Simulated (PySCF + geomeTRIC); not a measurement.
Species: C2H6O, SMILES `COC` (charge 0, multiplicity 1).

Question: Give a relaxed geometry from B3LYP-D3(BJ)/def2-TZVPD in PySCF + geomeTRIC.

Answer: the end point of this relaxation (outside a Z-matrix the atoms follow the SMILES, hydrogens last).
Cartesian coordinates (Å) in one orientation:
```xyz
9

C      1.167    -0.019     0.114
O      0.030    -0.819    -0.123
C     -1.166    -0.072    -0.130
H      1.286     0.748    -0.663
H      2.035    -0.675     0.103
H      1.108     0.481     1.090
H     -1.157     0.692    -0.918
H     -1.984    -0.766    -0.318
H     -1.333     0.426     0.834
```
